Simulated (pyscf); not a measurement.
Thermochemistry of product channels of methylsilane (H₃C–SiH₃) + methyl (CH₃•) on the doublet surface, in kcal/mol, from ωB97M-D3(BJ)/def2-TZVP energies (ideal gas, 1 atm, RRHO with modes under 100 cm⁻¹ raised to 100, one conformer, R ln 2 for chiral ones without a mode under 150 cm⁻¹). PySCF, gas phase, ωB97X-D3(BJ)/def2-SVP geometries.

```
products                             ΔE  ΔH(298 K)  ΔG(900 K)  ΔG(1200 K)
--------------------------------  -----  ---------  ---------  ----------
ethane (H₃C–CH₃) + silyl (SiH₃•)   -3.8       -0.9       +1.6        +3.1
ethyl (•H₂C–CH₃) + silane (SiH₄)   +7.6       +7.3       +5.6        +5.3
H₃C–CH₂–SiH₃ + H atom (H•)        +15.1      +14.5      +22.3       +24.4
H₃C–CH₂–SiH₂• + hydrogen (H₂)      +4.5       +4.7       +8.3        +9.1
methane (CH₄) + H₃C–SiH₂•         -14.6      -11.4      -11.3       -10.9
H₃C–SiH•–CH₃ + hydrogen (H₂)       -7.2       -6.7       -5.0        -4.9
```

These are energies of the channels, which say nothing of barriers. H₃C–CH₂–SiH₃ lies 12.8 kcal/mol over its isomer H₃C–SiH₂–CH₃ (electronic energy, ωB97M-D3(BJ)/def2-TZVP).
